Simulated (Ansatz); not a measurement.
```yaml
crystal:
  periodic: [false, false, false]
  atoms:
    - {symbol: B, position_ang: [-1.018265, 0.948464, -1.467905]}
    - {symbol: Al, position_ang: [0.409747, 0.578717, 0.053711]}
    - {symbol: C, position_ang: [0.499923, -1.100868, 1.059714]}
    - {symbol: H, position_ang: [-0.826947, 0.683392, -2.624015]}
    - {symbol: H, position_ang: [-2.090519, 1.447237, -1.256135]}
    - {symbol: H, position_ang: [1.482963, 1.712110, 0.400573]}
    - {symbol: H, position_ang: [-0.322875, -1.788466, 0.853700]}
    - {symbol: H, position_ang: [1.435582, -1.622189, 0.826597]}
    - {symbol: H, position_ang: [0.518890, -0.904498, 2.136761]}
basis:
  gaussian: {orbitals: def2-SVP, final_grid: {core_spheres: 20, valence_spheres: 16, degree: 47}}
hamiltonian: {xc: {name: HF}}
correlation: {active_space: {window: {electrons: 6, orbitals: 2}}}
output: {forces: true}
```

```sh
$ ansatz run in.yaml --threads 2 --pin off --events-out ev --progress --plain --max-ram 4352MiB
```

Shortened log:

```
Functional definition: HF
763 factors; integrals over basis functions are off by at most 1.4e-3 eV
mean field evaluation 1: about -8373.4332 eV, gradient 2.4e1 eV
mean field evaluation 2: about -8373.4349 eV, gradient 2.4e1 eV
mean field evaluation 4: about -8375.3380 eV, gradient 2.3e0 eV
mean field evaluation 8: about -8375.3623 eV, gradient 3.4e-4 eV
mean field -8375.36230775 eV, -307.7888877853 hartree, gradient 1.1e-6 eV, S^2 0.000000; 0 other end points of the search recorded, 0 dependent functions left out
reference -8375.36230775 eV, -307.7888877853 hartree; 15, 15 occupied and 61, 61 virtual orbitals, 763 factors
Error: 6 electrons in 2 orbitals form no window around the highest filled level of the reference
```

In this input the active space doesn't fit the electrons. The run stopped with an error.
